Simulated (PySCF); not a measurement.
One molecule, one basis, several functionals.

Compound: CFCl3.
Z-matrix (Å and degrees, GFN2-xTB geometry), rows numbered from 1:
```
F 
C   1  1.3373
Cl  2  1.7710  1  108.58
Cl  2  1.7710  1  108.55  3   120.02
Cl  2  1.7708  1  108.52  3  -120.01
```

PySCF, pcSseg-1 basis, density fitting, gas phase, GFN2-xTB geometry. One functional is left out:

```tsv
functional	exact exchange (%)	HOMO energy (eV)	LUMO energy (eV)	dipole moment (D)
HCTH407	0	-7.96	-2.51	0.308
OLYP	0	-7.61	-2.19	0.284
revPBE	0	-7.71	-2.32	0.293
mPW1PW91	25	-9.32	-1.42	0.421
BHandHLYP	50	-10.60	-0.19	0.506
```

Predict the row of B97-2 (21 % exact exchange) by straight lines through the other rows, and check it.

```csv
property,line,computed,computed − line,"mPW1PW91 (25 %), for comparison"
HOMO energy (eV),-8.98,-9.02,-0.04,-9.32
LUMO energy (eV),-1.47,-1.49,-0.02,-1.42
dipole moment (D),0.388,0.402,+0.014,0.421
```

Which of these properties follows the share of exact exchange most closely, and which least?

Most closely the HOMO energy, least the LUMO energy; the correlations over the tabulated rows are HOMO energy -0.994, dipole moment 0.992, LUMO energy 0.990. The HOMO energy moves by -0.575 eV for every 10 %. Functionals with the same share still differ in their other parts: at 0 % HCTH407 and OLYP differ by 0.35 eV in it.
